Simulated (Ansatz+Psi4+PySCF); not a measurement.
Two shapes of doublet CHO₂.

Shape 1:

```xyz
4

C    -0.0004    0.0027   -0.0096
O     1.0470    0.0020    0.6651
O    -1.0514    0.0093    0.6738
H    -0.0023    0.0074   -1.1064
```

Shape 2:

```xyz
4

C     0.0214   -0.0162    0.0135
O     1.0348    0.0204    0.6819
O    -1.0534   -0.0239    0.6897
H    -0.0127   -0.0131   -1.0762
```

Basis set: cc-pVTZ (spherical functions). Frozen core: 3 orbitals. Correlation on ROHF uses semicanonical orbitals with singles. Charge 0, multiplicity 2.

Computed with Ansatz (development build ahead of 0.2.0); each method stands on the lowest determinant of its kind that the runs found.

Question: Which shape is lower in energy, and by how much in each method?

Answer:

```csv
method,E(2) − E(1) (eV)
ROHF,-0.190
UHF,-0.090
ROHF-MP2,-0.086
ROHF-CCSD,-0.053
ROHF-CCSD(T),0.000
```

Shape 2 is lower, bar methods that put the two within 0.005 eV. Caution for UHF: the unrestricted determinant is spin contaminated. Caution for ROHF-MP2, ROHF-CCSD, ROHF-CCSD(T): large amplitudes, a single reference is doubtful. Caution for ROHF-CCSD(T): another reference gives a lower total.
